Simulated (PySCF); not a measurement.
PS(OH) (singlet). All numbers come from PBE0/[P def2-TZVP, S def2-TZVP, O def2-TZVP, H def2-TZVP], no relativity, density fitting, PySCF.

Harmonic bands of its minimum:

| ω (cm⁻¹) | IR (km/mol) |
| --- | --- |
| 316 | 19.2 |
| 573 | 115 |
| 723 | 34.5 |
| 874 | 248 |
| 985 | 93.7 |
| 3753 | 60.0 |

Q: The central atom is P. Infer the point group and assign the bands.

A: Cs. The modes span 5a' + a'': 316 a', 573 a'', 723 a', 874 a', 985 a', 3753 a'. The computed geometry has O–H 0.969 Å, P–O 1.614 Å, P–S 1.909 Å; H–O–P 113.0°, O–P–S 109.9°.

Only a few start shapes were tried, so a lower isomer may exist.
